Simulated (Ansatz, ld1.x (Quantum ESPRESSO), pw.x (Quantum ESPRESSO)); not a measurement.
# From atom to crystal: PAW potential for osmium

ld1.x (Quantum ESPRESSO) 7.5 input, shortened:

```
&input
   title='Os', zed=76., rel=1, dft='PBESOL', iswitch=3,
   config='[Xe] 4f14 5d6 6s2 6p0'
 /
 &inputp
   pseudotype=3, lpaw=.true., tm=.true., lloc=-1, rcloc=2.75,
   nlcc=.true., new_core_ps=.true.,
   which_augfun='BESSEL', rmatch_augfun=1.65
 /
6
6S  1  0   2.00   0.00  1.95  2.55  0.0
6S  1  0   0.00   2.40  1.95  2.55  0.0
6P  2  1   0.00   0.00  2.10  2.85  0.0
6P  2  1   0.00   4.05  2.10  2.85  0.0
5D  3  2   6.00   0.00  2.00  3.04  0.0
5D  3  2   0.00   0.85  2.00  3.04  0.0
 &test
   configts(1)='5d6 6s2 6p0'
 /
```

Crystal test: bcc Os in pw.x 7.5, no spin, 15³ k-points, Fermi–Dirac smearing 0.01 Ry, cutoffs 40/320 Ry. The reference is all-electron LAPW (Ansatz 0.2.0) with the same functional, mesh and smearing; V0 and B0 come from Birch–Murnaghan fits to the pressures at five volumes. Errors are pseudo minus all-electron; Δ is the rms difference of the E(V) curves that follow from these fits, minima aligned, over ±6 % about the mean V0. Mesh and smearing are coarse, so the numbers serve the comparison and aren't converged zero-temperature values; the lattice is a test structure that the element need not adopt.

All-electron: a0 = 3.063 Å (V0 = 14.37 Å³/atom), B0 = 379.8 GPa.

**Question.** How far does the potential miss the all-electron equation of state?

**Answer.** mean pressure error (GPa): +10.74; a0 (Å): 3.090; a0 error (%): +0.90; B0 error (%): -2.9; Δ (meV/atom): 32.1. The largest radius (3.04 bohr) exceeds half the bond length (2.51 bohr), so the spheres overlap, which is one possible source of error among others. This is a poor potential for the solid.

```csv
V (Å³/atom),P all-electron (GPa),P pseudo (GPa)
13.631,22.64,35.52
13.989,10.78,22.45
14.348,0.50,11.11
14.707,-8.41,1.28
15.065,-16.11,-7.25
```

**Question.** At the middle volume, how do free energy and pressure move when the wave cutoff is lowered (ecutrho held at 320 Ry)?

**Answer.**

```tsv
cutoff (Ry)	shift of F (meV/atom)	shift of P (GPa)
18	+13.2	-0.58
24	+3.8	+0.01
32	+0.4	+0.00
```

The run at the middle volume (120 k-points, 8 iterations) took about 11 s on one core of a shared host (Neoverse-V1, 32 threads, 247 GiB, load 20).
